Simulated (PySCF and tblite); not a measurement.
The numbers below are computed, except where a source is named.
C₅H₁₀, numbered as in [CH2:1]=[CH:2][CH2:3][CH2:4][CH3:5].

The ensemble was built from 90 distance-geometry starts (ETKDG and KDG, MMFF94s, GFN2-xTB) and rests on PBE0-D3(BJ)/def2-SVP geometries. Energies: CAM-B3LYP-D3(BJ)/def2-TZVP (IEF-PCM, chloroform), with GFN2-xTB thermal terms (modes under about 100 cm⁻¹ blended into free rotors). Symmetry numbers and mirror images are counted. Conformers within 3 kcal/mol (GFN2-xTB free energy) were kept, 8 at most. Couplings: B3LYP/pcJ-1 (gas phase; spin-dipole term only for pairs with B, N, F, Si or P). Couplings are for ¹³C, ¹H; a prime marks the second kind of pair between the same two sets of atoms. Of two unlike H on one atom, a is the less shielded (PBE0/pcSseg-1 (IEF-PCM, chloroform)). Run with PySCF (density fitting) and tblite.

Torsions listed: C1–C2–C3–C4, C2–C3–C4–C5. Of a mirror pair one member is shown.

```csv
conformer,shape,weight %
1,"-120°, -178°",44.1
2,"-120°, 64°",28.8
3,"115°, 63°",12.7
4,"0°, 180°",11.1
5,"10°, 72°",3.3
```

(1) Give the couplings in each conformer and the averages at 298.15 K (pairs that fast motion interchanges averaged).

Answers

(1) 
| coupling | pairs | 1 | 2 | 3 | 4 | average (Hz) |
| --- | --- | --- | --- | --- | --- | --- |
| ¹J(C1,C2) | 1 | 76.7 | 76.5 | 76.6 | 77.2 | 76.7 |
| ¹J(C1,H1a) | 1 | 163.7 | 164.0 | 163.5 | 163.9 | 163.8 |
| ¹J(C1,H1b) | 1 | 168.1 | 167.8 | 168.0 | 168.4 | 168.0 |
| ²J(C1,H2) | 1 | 1.1 | 1.0 | 1.1 | 0.0 | 0.9 |
| ³J(C1,H3) | 2 | 7.2 | 7.3 | 7.6 | 6.5 | 7.2 |
| ¹J(C2,C3) | 1 | 45.5 | 45.0 | 45.4 | 44.9 | 45.3 |
| ²J(H1a,C2) | 1 | -1.3 | -1.4 | -1.4 | -1.6 | -1.4 |
| ²J(H1b,C2) | 1 | -0.8 | -0.8 | -0.7 | -0.5 | -0.7 |
| ¹J(C2,H2) | 1 | 157.1 | 156.5 | 157.4 | 158.4 | 157.1 |
| ²J(C2,H3) | 2 | -5.8 | -5.8 | -5.7 | -7.8 | -6.0 |
| ³J(C2,H4) | 2 | 2.5 | 7.1 | 6.0 | 1.9 | 4.3 |
| ¹J(C3,C4) | 1 | 35.8 | 35.2 | 35.2 | 37.4 | 35.7 |
| ³J(H1a,C3) | 1 | 7.7 | 7.5 | 7.5 | 6.0 | 7.4 |
| ³J(H1b,C3) | 1 | 12.2 | 12.1 | 12.1 | 10.8 | 12.0 |
| ²J(H2,C3) | 1 | 5.4 | 5.4 | 5.3 | 5.1 | 5.3 |
| ¹J(C3,H3) | 2 | 130.7 | 131.4 | 131.1 | 128.9 | 130.7 |
| ²J(C3,H4) | 2 | -3.5 | -3.2 | -3.3 | -4.0 | -3.5 |
| ³J(C3,H5) | 3 | 6.1 | 5.8 | 5.4 | 6.1 | 5.9 |
| ¹J(C4,C5) | 1 | 37.0 | 37.9 | 37.3 | 37.6 | 37.4 |
| ⁴J(H1a,C4) | 1 | -1.7 | -1.6 | -1.8 | 0.3 | -1.4 |
| ⁴J(H1b,C4) | 1 | -1.6 | -1.4 | -1.7 | 0.5 | -1.3 |
| ³J(H2,C4) | 1 | 2.8 | 2.7 | 1.9 | 6.8 | 3.1 |
| ²J(H3,C4) | 2 | -4.7 | -4.3 | -4.4 | -3.6 | -4.4 |
| ¹J(C4,H4) | 2 | 131.7 | 131.2 | 132.1 | 130.5 | 131.5 |
| ²J(C4,H5) | 3 | -3.4 | -3.5 | -3.4 | -3.5 | -3.4 |
| ³J(H3,C5) | 2 | 2.8 | 6.9 | 6.8 | 2.9 | 4.5 |
| ²J(H4,C5) | 2 | -3.3 | -3.2 | -3.4 | -3.5 | -3.3 |
| ¹J(C5,H5) | 3 | 131.6 | 132.0 | 131.5 | 131.6 | 131.7 |
| ²J(H1a,H1b) | 1 | 2.4 | 2.5 | 2.6 | 1.7 | 2.4 |
| ³J(H1a,H2) | 1 | 17.9 | 17.9 | 17.9 | 18.8 | 18.0 |
| ⁴J(H1a,H3) | 2 | -1.8 | -1.9 | -1.7 | -3.3 | -2.0 |
| ³J(H1b,H2) | 1 | 11.2 | 11.3 | 11.2 | 12.1 | 11.3 |
| ⁴J(H1b,H3) | 2 | -1.5 | -1.6 | -1.2 | -3.2 | -1.6 |
| ³J(H2,H3) | 2 | 8.4 | 8.4 | 8.8 | 4.5 | 8.0 |
| ²J(H3,H3) | 1 | -14.5 | -14.9 | -14.5 | -22.2 | -15.5 |
| ³J(H3,H4) | 2 | 4.4 | 10.1 | 9.7 | 4.0 | 6.7 |
| ³J(H3,H4′) | 2 | 14.9 | 3.1 | 3.6 | 14.4 | 9.8 |
| ²J(H4,H4) | 1 | -14.8 | -15.2 | -14.8 | -14.5 | -14.9 |
| ³J(H4,H5) | 6 | 8.2 | 8.3 | 8.4 | 8.3 | 8.3 |
| ²J(H5,H5) | 3 | -14.0 | -14.0 | -14.1 | -14.0 | -14.0 |

Only couplings over up to 4 bonds are listed; longer-range ones, if any, are left out.
